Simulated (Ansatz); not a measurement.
The input, for Ansatz 0.2.0:

```yaml
crystal:
  periodic: [false, false, false]
  atoms:
    - {symbol: Cl, position_ang: [0.000000, 0.000000, -1.747667]}
    - {symbol: H, position_ang: [0.000000, 0.000000, 0.075333]}
    - {symbol: S, position_ang: [0.000000, 0.000000, 1.672333]}
basis:
  gaussian: {orbitals: cc-pVDZ}
magnetization: {spin_polarized: true, initial_magnetization: 2}
hamiltonian: {xc: {name: PBE0}}
output: {orbitals: {seedname: orbitals}}
```

```sh
$ ansatz run in.yaml --threads 1 --pin off --events-out ev --progress --plain --max-ram 2393MiB
```

Log:

```
432 factors; integrals over basis functions are off by at most 1.9e-3 eV
mean field evaluation 1: about -23361.2045 eV, gradient 1.6e1 eV
mean field evaluation 2: about -23324.7701 eV, gradient 6.3e1 eV
mean field evaluation 4: about -23363.0950 eV, gradient 6.1e0 eV
mean field evaluation 8: about -23363.4137 eV, gradient 2.9e-1 eV
mean field evaluation 16: about -23363.4144 eV, gradient 2.5e-4 eV
mean field evaluation 32: about -23363.4648 eV, gradient 2.6e-5 eV
mean field evaluation 64: about -23361.2045 eV, gradient 1.6e1 eV
mean field evaluation 96: about -23363.3026 eV, gradient 5.8e-1 eV
mean field -23363.47823373 eV, -858.5919887553 hartree, gradient 1.5e-6 eV, S^2 2.013427; 7 other end points of the search recorded, 0 dependent functions left out
reference -23363.47825181 eV, -858.5919894198 hartree; 18, 16 occupied and 23, 25 virtual orbitals, 432 factors
Total energy: -23363.47825181 eV, -858.5919894198 hartree
```

Ran on 1 thread of Intel Xeon Platinum 8375C, shared host: 4.7 s wall, 0.15 GiB peak host memory.
